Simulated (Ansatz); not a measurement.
Relaxation of C2H6S2 (10 atoms, charge 0, multiplicity 1), to a largest force component of 0.015 eV/Å in at most 40 steps.

The calculation used Ansatz 0.2.0, RHF/def2-SVP.

```xyz
10
Properties=species:S:1:pos:R:3:forces:R:3
C -0.995 1.444 -0.300 -2.56 2.07 -0.50
S 0.752 1.373 -0.156 0.94 0.09 -0.16
S 0.936 -0.117 1.228 0.71 -0.07 0.86
C 0.958 -1.596 0.211 -4.28 -0.27 1.03
H -1.457 0.539 -0.697 0.16 -0.08 0.19
H -1.498 1.764 0.646 0.57 -0.62 -0.67
H -1.262 2.277 -1.028 0.60 -1.06 0.72
H 1.039 -2.469 0.847 0.22 -0.03 0.37
H -0.081 -1.657 -0.246 1.57 -0.18 0.15
H 1.691 -1.609 -0.501 2.07 0.16 -1.99
```

Question: Where does it end, and by what steps?

Answer: The forces met the threshold. After 7 steps the energy has fallen by 0.322 eV; H9 moved furthest, 0.13 Å.

```tsv
step	energy less start (eV)	largest force component (eV/Å)	accepted
0	0.0000	4.279	yes
1	-0.2595	1.095	yes
2	-0.2975	0.254	yes
3	-0.2573	0.569	no
4	-0.3187	0.038	yes
5	-0.3214	0.057	yes
6	-0.3215	0.057	yes
7	-0.3220	0.006	yes
```

```xyz
10
Properties=species:S:1:pos:R:3
C -1.067 1.521 -0.314
S 0.736 1.355 -0.185
S 0.947 -0.136 1.231
C 0.932 -1.643 0.220
H -1.523 0.609 -0.691
H -1.498 1.785 0.649
H -1.247 2.329 -1.023
H 1.085 -2.473 0.909
H -0.023 -1.772 -0.286
H 1.740 -1.625 -0.508
```

Whether the end is a true minimum wasn't checked by a vibrational analysis.

Time of the run: 42 s on 1 thread of Intel(R) Xeon(R) Processor @ 2.50GHz (Skylake/Cascade Lake), on a shared host, peak memory 0.18 GiB.
